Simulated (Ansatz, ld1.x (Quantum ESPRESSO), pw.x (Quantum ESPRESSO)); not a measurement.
pw.x on sc Se: one setting changed

Potential: PAW, ld1.x (Quantum ESPRESSO) 7.5, LDA (PW92); core [Ar] 3d10, reference 4s2 4p4; waves: 4s (bound): rcut 1.45, rcutus 1.70 bohr; 4s channel at 3.4 Ry: rcut 1.45, rcutus 1.70 bohr; 4p (bound): rcut 1.50, rcutus 1.70 bohr; 4p channel at 0.05 Ry: rcut 1.50, rcutus 1.70 bohr; 4d channel at 0.35 Ry: rcut 1.45, rcutus 1.70 bohr; local part: all-electron potential smoothed inside 1.50 bohr (lloc = -2); core correction: a·sin(br)/r model core inside 1.76 bohr; augmentation: PSQ, inside the norm-conserving radii.

The reference run (k-mesh 12³, cutoffs 40/320 Ry, Fermi–Dirac 0.01 Ry, mixing_beta 0.4, conv_thr 1e-9, no spin) gives -0.68 GPa at 21.385 Å³/atom, where all-electron LAPW gives -0.42 GPa. This run, with its own iteration cap, changes smearing to gauss.

```
&control
  calculation='scf', prefix='x', pseudo_dir='./', outdir='./tmp', tstress=.true., disk_io='none'
/
&system
  ibrav=0, nat=1, ntyp=1, ecutwfc=40, ecutrho=320, nbnd=10,
  occupations='smearing', smearing='gauss', degauss=0.01
/
&electrons
  conv_thr=1e-09, mixing_beta=0.4, electron_maxstep=50
/
ATOMIC_SPECIES
Se 1.0 Se.UPF
CELL_PARAMETERS angstrom
  2.77568227 0.00000000 0.00000000
  0.00000000 2.77568227 0.00000000
  0.00000000 0.00000000 2.77568227
ATOMIC_POSITIONS crystal
Se 0.0000 0.0000 0.0000
K_POINTS automatic
12 12 12 0 0 0
```

```bash
pw.x < Se.scf.in > Se.scf.out
```

**Question.** How does the run end?

**Answer.** It converges in 6 iterations; the free energy moves by +13.2 meV/atom and the pressure by -0.07 GPa. Gaussian smearing of the same width is narrower in effect than Fermi–Dirac, so its quadratic term in F is smaller.

```
Message from routine setup:
     using ibrav=0 with symmetry is DISCOURAGED, use correct ibrav instead
     lattice parameter (alat)  =       5.2453  a.u.
     unit-cell volume          =     144.3131 (a.u.)^3
     number of electrons       =         6.00
     number of Kohn-Sham states=           10
     kinetic-energy cutoff     =      40.0000  Ry
     charge density cutoff     =     320.0000  Ry
     scf convergence threshold =      1.0E-09
     Exchange-correlation= SLA  PW   NOGX NOGC
     number of k points=    84  Gaussian smearing, width (Ry)=  0.0100
     iteration #  1     ecut=    40.00 Ry     beta= 0.40
     total energy              =    -182.89118067 Ry
     estimated scf accuracy    <       0.00132935 Ry
     iteration #  2     ecut=    40.00 Ry     beta= 0.40
     total energy              =    -182.89114193 Ry
     estimated scf accuracy    <       0.00046736 Ry
     iteration #  3     ecut=    40.00 Ry     beta= 0.40
     total energy              =    -182.89114396 Ry
     estimated scf accuracy    <       0.00000033 Ry
     iteration #  4     ecut=    40.00 Ry     beta= 0.40
     total energy              =    -182.89114404 Ry
     estimated scf accuracy    <       0.00000001 Ry
     iteration #  5     ecut=    40.00 Ry     beta= 0.40
     total energy              =    -182.89114404 Ry
     estimated scf accuracy    <          4.1E-09 Ry
     iteration #  6     ecut=    40.00 Ry     beta= 0.40
     the Fermi energy is     7.7785 ev
!    total energy              =    -182.89114404 Ry
     estimated scf accuracy    <          8.5E-12 Ry
     smearing contrib. (-TS)   =      -0.00036840 Ry
     The total energy is F=E-TS. E is the sum of the following terms:
     one-electron contribution =       4.84107360 Ry
     hartree contribution      =       1.20126743 Ry
     xc contribution           =      -4.70914822 Ry
     ewald contribution        =     -19.47326414 Ry
     one-center paw contrib.   =    -164.75070433 Ry
     convergence has been achieved in   6 iterations
          total   stress  (Ry/bohr**3)                   (kbar)     P=       -7.45
     Message from routine punch:
     Nothing written, as per user request (disk_io='none')
```

The run took about 4.8 s on one core of a shared host (Neoverse-V2, 96 threads, 371 GiB, load 18).
